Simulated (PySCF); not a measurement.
# C4H4 (methylenecyclopropene): the cost of one run

Programs: PySCF 2.14.0, with density-fitted response routines of our own. Each step states its level of theory. These are calculated values for one molecule in the gas phase, unless marked as measured. Atoms count from 0, in the outputs and in this text.

## (1) Starting geometry

8 atoms, charge 0, multiplicity 1; geometry from: MMFF94s. The atoms were then displaced at random by about 0.03 Å, so the start is not that level's minimum.

Bonds of the start (Å): C0–C1 1.39, C1–C2 1.42, C2–C3 1.32, C3–C1 1.27, C0–H4 1.01, C0–H5 1.13, C2–H6 1.01, C3–H7 1.08.

## (2) Relaxing the molecule at PBE0-D3(BJ)/def2-SVP

Job settings and geometry (Å):

```
{"job": {"xc": "PBE0", "basis": "def2-SVP", "d3": "d3bj", "grid": 1, "shake": 0.03, "kind": "geom"}, "charge": 0, "multiplicity": 1}
C      1.483870    -0.050640     0.189840
C      0.105360    -0.011340     0.008790
C     -1.163640     0.622700    -0.034680
C     -0.948360    -0.662230    -0.269940
H      2.006020    -0.895970     0.038560
H      1.925490     0.962680     0.415110
H     -1.707540     1.462100     0.081490
H     -1.562980    -1.512940    -0.512870
```

Launch:

```
$ OMP_NUM_THREADS=1 python probes_run.py task.json out
```

One launch serves the whole session: the jobs run in the order shown.

**Question.** How long does this first job take on 1 thread of Arm Neoverse V1, shared host, and how much memory does it need?

About 11 s, with a peak of 0.31 GiB.
